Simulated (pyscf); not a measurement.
Concerted two-bond exchange: O=Si(OH)–OH + hydrogen (H₂) → water (H₂O) + HO–Si:–OH [singlet]

Gas phase, singlet surface, charge 0. Bonds broken: O1–Si2, H6–H8. Bonds formed: O1–H8, O4–H6. Optimised with ωB97X-D3(BJ)/def2-SVP in PySCF.

Transition state (Å):

```xyz
8

O     -0.5828     0.0173     1.5417
Si     0.9687     0.0220     0.8461
O      1.7579    -1.1326     1.7544
O      0.4668    -0.4052    -0.6401
H      2.7010    -1.2562     1.5985
H     -0.4821    -0.9422    -0.4383
H     -0.6487    -0.2266     2.4829
H     -1.1857    -1.0696     0.4554
```

One imaginary mode, 1411i cm⁻¹; descent along it reached the two sides named, in the forms told below.

```tsv
bond	change	reactant side (Å)	saddle	product side
O1–Si2	breaks	1.630	1.700	2.340
H6–H8	breaks	0.763	1.145	2.9
O1–H8	forms	2.9	1.651	0.950
O4–H6	forms	2.7	1.109	0.968
```

Electronic energies relative to the separated reactants (kJ/mol):

```
level                   barrier  reaction energy  reverse barrier
----------------------  -------  ---------------  ---------------
ωB97X-D3(BJ)/def2-TZVP    356.7            +68.8            288.0
PBE/def2-TZVP             255.5            +61.5            194.0
r²SCAN/def2-TZVP          286.7            +85.4            201.3
B3LYP-D3(BJ)/def2-TZVP    301.4            +65.5            235.9
PBE0-D3(BJ)/def2-TZVP     299.0            +57.8            241.2
M06-2X/def2-TZVP          339.4            +64.8            274.6
ωB97M-D3(BJ)/def2-TZVP    337.4            +54.3            283.1
HF/def2-TZVP              488.9            +53.0            435.9
```

With ωB97M-D3(BJ)/def2-TZVP energies and thermal terms (ideal gas, 1 atm, RRHO with modes under 100 cm⁻¹ raised to 100, one conformer, R ln 2 for chiral ones without a mode under 150 cm⁻¹), in kJ/mol:

```
T (K)    ΔH‡    ΔG‡     ΔH     ΔG
-----  -----  -----  -----  -----
298    331.3  363.1  +70.6  +57.9
600    329.1  396.5  +67.3  +46.3
900    329.7  430.1  +63.7  +36.7
1200   331.4  463.4  +60.4  +28.2
```

On the product side the descent ends in a complex (not fully relaxed), 24.8 kJ/mol under the separated species and 312.8 kJ/mol under the saddle at ωB97X-D3(BJ)/def2-TZVP. The same reactants have a lower exit, to HO–SiH(OH)–OH (barrier +63.0 kJ/mol at ωB97M-D3(BJ)/def2-TZVP, against +337.4 kJ/mol here). This is the saddle that the search found; another between the same sides may lie lower. A restricted solution here is unstable towards spin polarisation, so biradical character is likely and single-reference numbers are less safe.
